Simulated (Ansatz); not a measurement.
One change: `C=NC(N)(O)F` becomes `NC(O)(F)F`.

Ansatz, PBE0-D4/def2-TZVP geometries, multiplicity 1. Each molecule was computed in one conformer, which needn't be the lowest.

```csv
property,`C=NC(N)(O)F`
HOMO–LUMO gap (PBE0/def2-TZVPP) / eV,7.24
LUMO energy (PBE0/def2-TZVPP) / eV,-0.74
HOMO–LUMO gap (PBE/def2-TZVPP) / eV,4.58
LUMO energy (ωB97M-V/def2-TZVPP) / eV,1.50
LUMO energy (B3LYP/def2-TZVPP) / eV,-1.02
HOMO–LUMO gap (B3LYP/def2-TZVPP) / eV,6.74
```

(1) What does the change do to each property? (An estimate is asked.)

Answers

(1) Ansatz gave: 
```
                             property  `NC(O)(F)F`  shift
 HOMO–LUMO gap (PBE0/def2-TZVPP) / eV         9.44   2.20
   LUMO energy (PBE0/def2-TZVPP) / eV         0.93   1.67
  HOMO–LUMO gap (PBE/def2-TZVPP) / eV         6.93   2.35
LUMO energy (ωB97M-V/def2-TZVPP) / eV         2.30   0.80
  LUMO energy (B3LYP/def2-TZVPP) / eV         0.51   1.53
HOMO–LUMO gap (B3LYP/def2-TZVPP) / eV         8.76   2.02
```

With PBE0 the HOMO falls by 0.54 eV and the LUMO rises by 1.67 eV, so the gap widens by about 2.21 eV. PBE moves the HOMO by -0.44 eV and ωB97M-V by -0.61 eV. The zero-point energy changes by -77.7 kJ/mol with -9 modes.

B3LYP here is the variant with VWN-RPA as its local correlation; programs differ in this.
